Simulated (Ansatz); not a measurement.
A first, cheap relaxation of C₄H₅F, SMILES `CC1=C(F)C1`.

```yaml
crystal:
  periodic: [false, false, false]
  atoms:
    - {symbol: C, position_ang: [-1.195500, -0.481900, -0.126400]}
    - {symbol: C, position_ang: [0.072100, -0.338400, 0.516100]}
    - {symbol: C, position_ang: [1.239000, -0.500700, -0.062500]}
    - {symbol: F, position_ang: [1.433900, -0.748400, -1.368600]}
    - {symbol: C, position_ang: [0.984000, 0.771600, 0.531800]}
    - {symbol: H, position_ang: [-1.805300, 0.511100, -0.020500]}
    - {symbol: H, position_ang: [-1.798900, -1.239500, 0.325700]}
    - {symbol: H, position_ang: [-1.123700, -0.632200, -1.215700]}
    - {symbol: H, position_ang: [1.471200, 1.009100, 1.530800]}
    - {symbol: H, position_ang: [0.806300, 1.598100, -0.107700]}
basis:
  gaussian: {orbitals: def2-SVP}
hamiltonian: {xc: pbe, dispersion: d4}
relax: {f_tol: 0.03, max_steps: 200}
```

```sh
$ ansatz run in.yaml --threads 2 --pin off --events-out ev --progress --plain --max-ram 4352MiB
```

Shortened log:

```
Functional definition: PBE
mean field -6928.94299332 eV, -254.6339583981 hartree, gradient 3.2e-5 eV, S^2 0.000000; 0 other end points of the search recorded, 0 dependent functions left out
relax step   1: F+E_penalty+E_count = -6929.11402374 eV  Δ(F+E_penalty+E_count) = +0.000e0 eV  max|allowed force component| = 3.897e0 eV/Å  Δτ_max = 0.0000 Å  (30 SCF iters, accepted)
mean field -6929.57403923 eV, -254.6571489077 hartree, gradient 2.4e-5 eV, S^2 0.000000; 0 other end points of the search recorded, 0 dependent functions left out
relax step   2: F+E_penalty+E_count = -6929.74104727 eV  Δ(F+E_penalty+E_count) = -6.270e-1 eV  max|allowed force component| = 1.547e0 eV/Å  Δτ_max = 0.1236 Å  (30 SCF iters, accepted)
mean field -6929.87334928 eV, -254.6681483493 hartree, gradient 2.6e-5 eV, S^2 0.000000; 0 other end points of the search recorded, 0 dependent functions left out
relax step   3: F+E_penalty+E_count = -6930.03558702 eV  Δ(F+E_penalty+E_count) = -2.945e-1 eV  max|allowed force component| = 1.139e0 eV/Å  Δτ_max = 0.1970 Å  (38 SCF iters, accepted)
mean field -6930.10381255 eV, -254.6766177183 hartree, gradient 2.0e-5 eV, S^2 0.000000; 0 other end points of the search recorded, 0 dependent functions left out
relax step   4: F+E_penalty+E_count = -6930.26439268 eV  Δ(F+E_penalty+E_count) = -2.288e-1 eV  max|allowed force component| = 1.156e0 eV/Å  Δτ_max = 0.2000 Å  (35 SCF iters, accepted)
mean field -6930.28235623 eV, -254.6831790773 hartree, gradient 1.8e-5 eV, S^2 0.000000; 0 other end points of the search recorded, 0 dependent functions left out
relax step   5: F+E_penalty+E_count = -6930.44034374 eV  Δ(F+E_penalty+E_count) = -1.760e-1 eV  max|allowed force component| = 7.652e-1 eV/Å  Δτ_max = 0.1954 Å  (38 SCF iters, accepted)
mean field -6930.28412735 eV, -254.6832441647 hartree, gradient 1.8e-5 eV, S^2 0.000000; 0 other end points of the search recorded, 0 dependent functions left out
relax step   6: F+E_penalty+E_count = -6930.44047818 eV  Δ(F+E_penalty+E_count) = -1.344e-4 eV  max|allowed force component| = 2.041e0 eV/Å  Δτ_max = 0.1930 Å  (35 SCF iters, accepted)
mean field -6930.37419532 eV, -254.6865541018 hartree, gradient 2.4e-5 eV, S^2 0.000000; 0 other end points of the search recorded, 0 dependent functions left out
relax step   7: F+E_penalty+E_count = -6930.53233698 eV  Δ(F+E_penalty+E_count) = -9.186e-2 eV  max|allowed force component| = 8.027e-1 eV/Å  Δτ_max = 0.1837 Å  (30 SCF iters, accepted)
mean field -6930.40200920 eV, -254.6875762430 hartree, gradient 1.6e-5 eV, S^2 0.000000; 0 other end points of the search recorded, 0 dependent functions left out
relax step   8: F+E_penalty+E_count = -6930.55992935 eV  Δ(F+E_penalty+E_count) = -2.759e-2 eV  max|allowed force component| = 1.804e-1 eV/Å  Δτ_max = 0.1007 Å  (29 SCF iters, accepted)
mean field -6930.40374370 eV, -254.6876399847 hartree, gradient 1.9e-5 eV, S^2 0.000000; 0 other end points of the search recorded, 0 dependent functions left out
relax step   9: F+E_penalty+E_count = -6930.56181427 eV  Δ(F+E_penalty+E_count) = -1.885e-3 eV  max|allowed force component| = 1.043e-1 eV/Å  Δτ_max = 0.0238 Å  (30 SCF iters, accepted)
mean field -6930.40557350 eV, -254.6877072286 hartree, gradient 1.9e-5 eV, S^2 0.000000; 0 other end points of the search recorded, 0 dependent functions left out
relax step  10: F+E_penalty+E_count = -6930.56359507 eV  Δ(F+E_penalty+E_count) = -1.781e-3 eV  max|allowed force component| = 7.158e-2 eV/Å  Δτ_max = 0.0441 Å  (30 SCF iters, accepted)
mean field -6930.40656625 eV, -254.6877437113 hartree, gradient 1.7e-5 eV, S^2 0.000000; 0 other end points of the search recorded, 0 dependent functions left out
relax step  11: F+E_penalty+E_count = -6930.56455960 eV  Δ(F+E_penalty+E_count) = -9.645e-4 eV  max|allowed force component| = 3.201e-2 eV/Å  Δτ_max = 0.0356 Å  (31 SCF iters, accepted)
mean field -6930.40667715 eV, -254.6877477868 hartree, gradient 1.8e-5 eV, S^2 0.000000; 0 other end points of the search recorded, 0 dependent functions left out
relax step  12: F+E_penalty+E_count = -6930.56470614 eV  Δ(F+E_penalty+E_count) = -1.465e-4 eV  max|allowed force component| = 1.260e-2 eV/Å  Δτ_max = 0.0160 Å  (31 SCF iters, accepted)
mean field -6930.40667715 eV, -254.6877477868 hartree, gradient 3.8e-5 eV, S^2 0.000000; 1 other end points of the search recorded, 0 dependent functions left out
Total energy: -6930.56473361 eV, -254.6935562546 hartree
Atom 0 at    -1.426546    -0.457739    -0.160127 Å, force    -0.006490    -0.002476     0.003566 eV/Å
Atom 1 at     0.012632    -0.138443    -0.141046 Å, force    -0.010666    -0.002074    -0.002478 eV/Å
Atom 2 at     1.262390    -0.219370    -0.503992 Å, force     0.008771    -0.000508    -0.001864 eV/Å
Atom 3 at     2.181471    -0.766734    -1.287004 Å, force    -0.000567    -0.002025    -0.002197 eV/Å
Atom 4 at     1.065435     0.763849     0.578869 Å, force    -0.003140     0.012603     0.010854 eV/Å
Atom 5 at    -2.032197     0.450014    -0.370096 Å, force     0.003881    -0.005863    -0.000712 eV/Å
Atom 6 at    -1.761531    -0.842376     0.827336 Å, force     0.002769     0.002934    -0.007579 eV/Å
Atom 7 at    -1.663469    -1.219937    -0.928601 Å, force     0.001734     0.004688     0.004948 eV/Å
Atom 8 at     1.362445     0.523775     1.624324 Å, force     0.002017    -0.003188    -0.002796 eV/Å
Atom 9 at     1.082469     1.855761     0.363338 Å, force     0.001690    -0.004092    -0.001743 eV/Å
Dipole moment:    -0.306522     0.005217     0.073569 e Å
```

Run time 18 s (2 threads of an Arm Neoverse V1 on a shared host); peak host memory 0.12 GiB.
